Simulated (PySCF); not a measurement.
All values below come from PBE-D3(BJ)/def2-TZVP // B3LYP-D3(BJ)/def2-SVP (PySCF). All species are isolated molecules in the gas phase. 

Reference species (SMILES): `CC#N` (neutral, multiplicity 1).

- dipole moment = 3.95 D

Changed species: `O(C)C` (free base O(CH3)2; the reference has free base CH3CN).

Q: Give the shifts of the dipole moment.

A: the dipole moment falls by 2.86 D, to 1.09 D.
